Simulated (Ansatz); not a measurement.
System: rock-salt TiC. Method: r²SCAN (Ansatz, an electronic-structure program, plane waves, PAW).

Run with plane-wave cutoff 600 eV, 16×16×16 k mesh, Fermi–Dirac smearing 0.1 eV, finite displacements, force constants from a 4×4×4 q mesh, no spin polarisation, scalar-relativistic PAW data made under PBE.

Computed at the level's own relaxed cell. Harmonic vibrational thermodynamics at fixed volume:

```json
[
 {"T (K)": "0", "S_vib (J/K per mol of atoms)": "0.00", "C_V (J/K per mol of atoms)": "0.00", "F_vib (eV/atom)": "0.0836"},
 {"T (K)": "200", "S_vib (J/K per mol of atoms)": "6.52", "C_V (J/K per mol of atoms)": "11.82", "F_vib (eV/atom)": "0.0794"},
 {"T (K)": "300", "S_vib (J/K per mol of atoms)": "12.40", "C_V (J/K per mol of atoms)": "17.01", "F_vib (eV/atom)": "0.0696"},
 {"T (K)": "400", "S_vib (J/K per mol of atoms)": "17.72", "C_V (J/K per mol of atoms)": "19.86", "F_vib (eV/atom)": "0.0539"},
 {"T (K)": "600", "S_vib (J/K per mol of atoms)": "26.35", "C_V (J/K per mol of atoms)": "22.44", "F_vib (eV/atom)": "0.0078"},
 {"T (K)": "900", "S_vib (J/K per mol of atoms)": "35.75", "C_V (J/K per mol of atoms)": "23.77", "F_vib (eV/atom)": "-0.0896"},
 {"T (K)": "1000", "S_vib (J/K per mol of atoms)": "38.26", "C_V (J/K per mol of atoms)": "23.99", "F_vib (eV/atom)": "-0.1279"}
]
```

The crystal is taken as a harmonic solid at every temperature: melting, phase changes and thermal expansion are not seen, nor the electrons' share in a metal.
